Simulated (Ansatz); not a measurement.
## Elastic constant C12 of some solids

Method: r²SCAN+rVV10 (Ansatz, a first-principles code, plane waves, PAW). References are measured values at low temperature. The table is a random draw of 10 from 13 solids with such references.

Values in GPa.

| solid | reference | r²SCAN+rVV10 | error (%) |
|---|---|---|---|
| diamond-structure Si | 64.9 | 63.5 | -2.2 |
| bcc Mo | 160¶ | 167 | +4.4 |
| fcc Al | 61.9 | 73.9 | +19.4 |
| bcc Ta | 158¶ | 169 | +7.0 |
| hcp Zn | 34.8¶ | 47.5 | +36 |
| bcc W | 205¶ | 206 | +0.5 |
| zinc-blende InSb | 37.9¶ | 36.1 | -4.7 |
| hcp Zr | 67.2 | 66.5 | -1.0 |
| fcc Cu | 125¶ | 150 | +20 |
| diamond | 125 | 124 | -0.8 |

Over these 10 solids the mean error is +7.9 %, the mean absolute error 9.6 % (median 4.6 %), and the worst case hcp Zn at +36 %; the value is too high in 6 of 10 cases. Over all 13, from unrounded values, the mean error is +6.2 % and the mean absolute error 8.3 % (median 4.9 %).

All these references are low-temperature values that still hold zero-point motion.

Spin–orbit coupling is left out, also for the solids with elements from indium on (bcc Ta, bcc W, zinc-blende InSb); its size isn't shown.

¶ marks references of a special kind: bcc Mo, 160 GPa (measured, 0 K, 300 K values taken to 0 K by the source's computed thermal shift; zero-point effects included; as tabulated in Gong and Corso (2024), arXiv:2406.16634); bcc Ta, 158 GPa (measured, 0 K, extrapolated to 0 K; zero-point effects included; as tabulated in Wang et al. (2022), arXiv:2209.12322); hcp Zn, 34.8 GPa (measured, 0 K, extrapolated to 0 K; zero-point effects included; as tabulated in Galib et al. (2023), arXiv:2209.08184); bcc W, 205 GPa (measured, 0 K, extrapolated to 0 K; zero-point effects included; as tabulated in Wang et al. (2022), arXiv:2209.12322); zinc-blende InSb, 37.9 GPa (measured, low temperature, and its 300 K set is 66.7, 36.5, 30.2 (Ioffe); as tabulated in Buckeridge et al. (2019), arXiv:1907.13063); fcc Cu, 125 GPa (measured, 0 K, extrapolated to 0 K; zero-point effects included; as tabulated in Malica and Corso (2021), arXiv:2109.00459).

Differences are worked out from the printed values.

Each level is taken at its own relaxed cell. Caveats: shear constants of such metals converge slowly with the k mesh (bcc Mo, bcc Ta, bcc W). Ansatz's density-functional and Hartree–Fock values are scalar-relativistic unless marked +SOC, with PAW data made under PBE.

Ansatz's runs of these crystals have no spin polarisation.

Not in this set, of the solids of all kinds but layered and molecular ones with a reference value in our tables and a result at some level: 72 for a reference at room or unstated temperature; 19 for no value at r²SCAN+rVV10 (not run, a failed fit, an unstable or unbound cell, or a value held back for tests); 7 for one secondary page as the only source; 4 for sources at odds; 1 for a doubt noted on the run at r²SCAN+rVV10; 1 for a high-temperature or high-pressure phase. These can be a level's best or worst cases. At least 14 more with a reference value are held back for tests. Solids without a released value at any level aren't counted. L1₀ solids are left out, as their cells have other axes than the references. The metals Ce to Yb are counted apart.

References as tabulated in Tanner et al. (2021), arXiv:2110.11888; Wang et al. (2022), arXiv:2209.12322; Gong and Corso (2024), arXiv:2406.16634; Li et al. (2021), arXiv:2102.01972 and others.
